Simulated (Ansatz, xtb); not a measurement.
**Isomers of H2OPSi in order of energy**

10 gas-phase structures of H2OPSi, found in a search over its isomers (lower ones may exist). Each was relaxed with GFN2-xTB; where two conformers were screened, the lower at r2SCAN-D4/def2-SVP is listed:

A. `O=[Si]P`, a doublet
B. `O=[SiH][PH]`, a doublet
C. `O1[SiH2][P]1`, a doublet
D. a doublet given by its coordinates
E. a doublet given by its coordinates
F. `O1[Si][PH2]1`, a doublet
G. `[SiH]O[PH]`, a doublet
H. `O=P[SiH2]`, a doublet
I. `O1[SiH]P1`, a doublet
J. `O[SiH]=[P]`, a doublet

E (Å):

```xyz
5

O     0.8253    3.8167    1.2691
P     0.7662    1.1827   -0.4869
Si    1.5159    2.3578    1.1854
H     0.2732    4.2382    0.6099
H     1.8658    0.3389   -0.5363
```

Close contacts (Å): O1–Si3 1.62, P2–Si3 2.18, O1–H4 0.96, P2–H5 1.39.

D (Å):

```xyz
5

O     0.6890    2.9152    0.1056
P     1.7982    1.9887    0.9167
Si    0.2167    4.4334   -0.2756
H     0.8178    1.2116    1.5675
H     1.9068    1.0474   -0.1253
```

Close contacts (Å): O1–P2 1.66, O1–Si3 1.64, P2–H4 1.41, P2–H5 1.41.

Question: Estimate their order in r2SCAN-D4/def2-SVP energy at these geometries, lowest first.

Answer: Calculated order at r2SCAN-D4/def2-SVP: J (0.0), E (3.8), C (4.0), A (7.0), B (11.1), D (18.7), I (21.6), G (23.5), F (25.9), H (32.1) kcal/mol. Less than 1 kcal/mol parts E and C, so the order within that pair means little.

Energies above the lowest of each column, in kcal/mol; the last columns are at B3LYP-D3(BJ)/6-311G** geometries and were run for some of them only (a dash: not run or not comparable):

| structure | GFN2-xTB | HF/STO-3G | r2SCAN-D4/def2-SVP | B3LYP-D3(BJ)/6-311G** | CCSD(T)/def2-TZVP |
| --- | --- | --- | --- | --- | --- |
| J | 13.9 | 16.1 | 0.0 | 0.0 | 0.0 |
| E | 22.2 | 10.2 | 3.8 | 3.5 | 5.4 |
| C | 8.9 | 0.0 | 4.0 | 7.8 | – |
| A | 3.9 | 12.9 | 7.0 | 6.3 | 8.4 |
| B | 0.0 | 12.1 | 11.1 | 10.5 | – |
| D | 17.9 | 11.2 | 18.7 | – | – |
| I | 20.3 | 25.0 | 21.6 | – | – |
| G | 18.6 | 7.4 | 23.5 | – | – |
| F | 24.9 | 29.4 | 25.9 | – | – |
| H | 19.1 | 35.0 | 32.1 | – | – |

CCSD(T)/def2-TZVP puts J lowest of those it was run on; GFN2-xTB picks B, HF/STO-3G picks C. Flexible structures stand in one conformer each, not always the lowest. Frequencies (B3LYP-D3(BJ)/6-311G**) were run for A, E, J alone. Open shells are spin-unrestricted, some with notable spin contamination.

Over these structures GFN2-xTB departs from r2SCAN-D4/def2-SVP by 7.3 kcal/mol on average once a common shift is removed. A GFN2-xTB relaxation took about 0.12 s and the r2SCAN-D4/def2-SVP energy about 1.5 s on a shared host (Ansatz 0.2.0, xtb 6.7.1 (Pople sets with spherical d functions)).
